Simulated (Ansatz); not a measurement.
Cartesian coordinates (Å):
SMILES: [F]
```xyz
1

F      0.0000     0.0000     0.0000
```
Charge 0, spin multiplicity 2.

The numbers are results of frozen-core CCSD(T)/cc-pVTZ run with Ansatz (a quantum-chemistry and plane-wave program), not measurements.

The HF energy comes out as -99.40552 Ha and the MP2 correlation energy is -0.19983 Ha.

### Question
Estimate the CCSD correlation energy, the (T) correction, the total energy and the T1 diagnostic.

### Answer

```json
{
  "CCSD correlation energy": "-0.21125 Ha",
  "(T) correction": "-0.00359 Ha",
  "CCSD(T) total energy": "-99.62036 Ha",
  "T1 diagnostic": "0.005"
}
```
